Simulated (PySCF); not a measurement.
AlCl under electron impact: the energy ladder

PBE in PySCF with def2-TZVPPD on every atom, for the lowest determinant that a PBE0 search found; no spin–orbit coupling.

```tsv
species	state (unpaired electrons)	Re (Å)	ωe (cm⁻¹)	energy of the minimum from the neutral (eV)	De (eV)	dissociates to
AlCl	singlet (closed shell)	2.165	455	0.00	5.25	Al + Cl
AlCl⁺	doublet (σ ↑)	2.043	571	9.12	2.20	Al⁺ + Cl
AlCl⁻	doublet (π ↑)	2.324	317	-0.12	1.72	Al + Cl⁻
```

**Question.** Work out the lowest energy to break AlCl into atoms, from its vibrational ground state.

**Answer.** D0 = De − ωe/2 = 5.25 − 0.03 = 5.22 eV (PBE/def2-TZVPPD).

**Question.** Work out the ionisation energy of the Al atom at this level and the threshold of dissociative ionisation.

**Answer.** IE(Al) = 9.12 + 2.20 − 5.25 = 6.07 eV, so Al⁺ + Cl + e⁻ appears at D0 + IE(Al) = 11.29 eV (PBE/def2-TZVPPD). The measured IE(Al) is 5.986 eV (NIST ASD).

**Question.** Work out the electron affinity of the Cl atom and the threshold of dissociative attachment.

**Answer.** EA(Cl) = 5.25 − 1.72 − (-0.12) = 3.65 eV, so Al + Cl⁻ needs D0 − EA(Cl) = 1.57 eV (PBE/def2-TZVPPD). The measured EA(Cl) is 3.613 eV.

**Question.** At which energy does ion-pair formation open?

**Answer.** Al⁺ + Cl⁻ lies at D0 + IE(Al) − EA(Cl) = 7.64 eV (PBE/def2-TZVPPD).

These are thermodynamic thresholds; the onsets seen under electron impact lie higher where the geometry changes, and cross-sections peak well above them.

For an ion De counts to the pair picked by the measured ionisation energies or electron affinities, which need not be the lowest pair at this level. The highest Kohn–Sham level is positive in this anion. Much of that is self-interaction error, but it also means that the finite basis helps to hold the extra electron. States were picked by a PBE0 search and need not be the measured ground states.
